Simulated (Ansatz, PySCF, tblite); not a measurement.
# Zinc-blende AlAs, cohesive energy

Reference value: 3.82 eV/atom (measured, static lattice: zero-point vibration energy added, sources range from 3.82 to 4.00; as tabulated in Mejia-Rodriguez and Trickey (2018), arXiv:1807.09216).

```csv
level (code),value (eV/atom),cell (Å³/atom)
GFN1-xTB (tblite),6.27,21.72
PBE (PySCF),3.60 ± 0.05,23.60
PBE-D4 (Ansatz),4.02,22.71
HSE06 (Ansatz),3.71,22.93
Hartree–Fock (PySCF),?,23.37
```

Q: Some entries are withheld; supply them.

A: 
- Hartree–Fock (PySCF), value (eV/atom): 2.34 ± 0.09

Errors against the reference: GFN1-xTB +2.45 eV/atom, PBE -0.22 eV/atom, PBE-D4 +0.20 eV/atom, HSE06 -0.11 eV/atom, Hartree–Fock -1.48 eV/atom.

Leaving aside GFN1-xTB, which can be fitted to such values or carry a doubt: Nearest, and too close to rank with a margin of 0.18 eV/atom (twice that across the reference) picked here for doubts on the reference and the settings: HSE06 (-0.11 eV/atom), PBE-D4 (+0.20 eV/atom), PBE (-0.22 eV/atom). Farthest off: Hartree–Fock (-1.48 eV/atom). Within 0.3 eV/atom: PBE, PBE-D4, HSE06. The lowest first-principles rung that does so: DFT without exact exchange (PBE, PBE-D4).

A ± on a computed value is a rough bar: the spread of its extrapolation, a floor set from checks against published values, or a statistical error. GFN1-xTB: the free atoms are run in the same model without spin. GFN1-xTB: the method was fitted mainly to molecules. GFN1-xTB: the run uses a supercell at the zone centre in place of a k mesh. Each level is taken at its own relaxed cell. Cutoffs and k meshes differ between the levels. Ansatz's density-functional and Hartree–Fock values are scalar-relativistic unless marked +SOC, with PAW data made under PBE.

Differences are worked out from the printed values.

Ansatz is a quantum-chemistry and plane-wave program.
